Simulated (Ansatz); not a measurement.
`C=C1C=C1C`, relaxed with RKS PBE-D4/def2-SVP in Ansatz 0.2.0 from a rough embedded geometry. The force threshold is 0.03 eV/Å; the program also tests the step.

Total charge 0; spin multiplicity 1.

Start:

```xyz
11

C    -1.063    0.983    1.448
C    -0.197    0.280    0.876
C     0.939   -0.474    0.935
C     0.421   -0.279   -0.287
C     0.290   -0.548   -1.670
H    -1.109    1.207    2.511
H    -1.925    1.428    0.863
H     1.810   -0.873    1.397
H     0.327    0.451   -2.187
H     1.142   -1.130   -1.987
H    -0.634   -1.045   -1.898
```

(1) By how much does the energy fall, and how many steps does the optimiser take? (Best estimate.)

(2) Which bonds change most? (An estimate is asked.)

(3) Give the relaxed structure. (An estimate is asked.)

Answers

(1) The calculation gave: 16.22 kcal/mol, in 7 steps, 2 of them rejected.

(2) The calculation gave: C1–C2 from 1.253 to 1.343 Å; C2–C3 from 1.365 to 1.450 Å; C4–C5 from 1.415 to 1.474 Å; C5–H11 from 1.074 to 1.111 Å.

(3) Ansatz gave: 
```xyz
11

C    -1.153    1.045    1.500
C    -0.200    0.309    0.906
C     1.015   -0.481    0.914
C     0.402   -0.310   -0.262
C     0.329   -0.549   -1.715
H    -1.128    1.237    2.583
H    -1.982    1.471    0.916
H     1.851   -0.919    1.473
H     0.317    0.418   -2.261
H     1.173   -1.163   -2.085
H    -0.625   -1.059   -1.968
```
